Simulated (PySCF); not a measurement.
propane (C3H8), SMILES CCC. Geometry: ωB97X-D3(BJ)/def2-SVP.

Computed equilibrium geometry at ωB97X-D3(BJ)/def2-SVP (PySCF confirms it by a frequency run) as a Z-matrix, and its point group:
point group C2v.
```
C
H 1 1.1042
H 1 1.1042 2 105.88
C 1 1.5284 2 109.46 3 -117.89
H 4 1.1017 1 111.68 2 57.82
H 4 1.1030 5 107.70 1 -122.22
H 4 1.1030 5 107.70 6 -115.56
C 1 1.5284 2 109.46 3 117.89
H 8 1.1017 1 111.68 2 -57.82
H 8 1.1030 9 107.70 1 -122.22
H 8 1.1030 9 107.70 10 -115.56
```
Charge 0, spin multiplicity 1.
